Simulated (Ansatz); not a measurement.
# BClFH3: the cost of one run

All numbers below are computed with Ansatz 0.2.0 (RKS B3LYP-D4/def2-SVP).

## 1. The system as given

Bond lengths: B1–Cl2 2.210 Å, B1–H3 1.190 Å, B1–H4 1.190 Å, B1–F5 1.620 Å, Cl2–H6 1.365 Å. Angles: B1–Cl2–H6 61.1°, Cl2–B1–H3 120.0°, Cl2–B1–H4 120.0°, Cl2–B1–F5 71.6°, H3–B1–H4 120.0°, H3–B1–F5 97.0°, H4–B1–F5 101.2°.

Coordinates:

```xyz
6

B     0.0000    0.0000    0.0000
Cl    0.0000    0.0000    2.2100
H     1.0305    0.0000   -0.5950
H    -1.0305    0.0000   -0.5950
F     0.0677   -1.5359    0.5108
H     0.0526   -1.1933    1.5499
```

## 2. Pulling towards end A

Springs on the bonds that form and break draw the guess towards this end; the thresholds are loose.

input.yaml reads:

```yaml
crystal:
  periodic: [false, false, false]
  atoms:
    - { symbol: B, position_ang: [0.0, 0.0, 0.0] }
    - { symbol: Cl, position_ang: [0.0, 0.0, 2.21] }
    - { symbol: H, position_ang: [1.0305, 0.0, -0.595] }
    - { symbol: H, position_ang: [-1.0305, 0.0, -0.595] }
    - { symbol: F, position_ang: [0.0677, -1.5359, 0.5108] }
    - { symbol: H, position_ang: [0.0526, -1.1933, 1.5499] }
basis:
  gaussian: { orbitals: def2-SVP }
hamiltonian:
  xc: b3lyp
  dispersion: d4
relax:
  f_tol: 0.15
  max_steps: 25
  restrain:
    - { distance: [0, 4], at: 2.52, k: 30.0 }
    - { distance: [5, 1], at: 2.57, k: 30.0 }
    - { distance: [0, 1], at: 1.86, k: 30.0 }
    - { distance: [5, 4], at: 0.92, k: 30.0 }
output:
  orbitals: {}
```

Command:

```bash
ansatz run input.yaml --threads 1 --pin off --max-ram 2048MiB --backend cpu --events-out ev --progress --plain --runs-dir out
```

Q: Estimate wall time and peak memory on 1 thread of AMD EPYC 9B45 (Zen 5), shared host.

About 5.9 s, with a peak of 0.15 GiB.
